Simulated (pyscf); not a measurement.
A first-order saddle from PySCF, ωB97X-D3(BJ)/def2-SVP:

```xyz
7

O     -0.6520    -0.5696     0.2189
B     -1.8185    -1.2106    -0.1886
Cl    -1.6837    -2.7716    -0.9263
Cl    -3.3318    -0.4133     0.0818
H     -0.5064     0.4946     0.0462
Cl     0.8282     1.0136    -1.0706
H      0.2373    -0.5704    -0.4078
```

Surface: singlet, charge 0. Lowest wavenumbers (cm⁻¹): 1435i, 48, 56, 259, 352.

Q: Name the species on either side of this saddle.

A: HO–B(Cl)–Cl + hydrogen chloride (HCl) <-> HO–B(Cl)–Cl + hydrogen chloride (HCl), a four-centre exchange read from left to right: H–O, Cl–H broken and H–O, Cl–H formed. At CCSD(T)/def2-TZVPP + ΔMP2(QZVPP) it lies +156.2 kJ/mol from the left side and +156.2 kJ/mol from the right (each side as separated species at their lowest minima found). The same reactants have a lower exit, to Cl–B(Cl)–Cl + H₂O (barrier +101.4 kJ/mol at ωB97M-D3(BJ)/def2-TZVP, against +148.3 kJ/mol here). Another saddle between the same species, by other bonds, lies lower (116.7 kJ/mol against 148.3 kJ/mol at ωB97M-D3(BJ)/def2-TZVP). The CCSD(T) − MP2 part came from Ansatz, without density fitting, on the same reference.
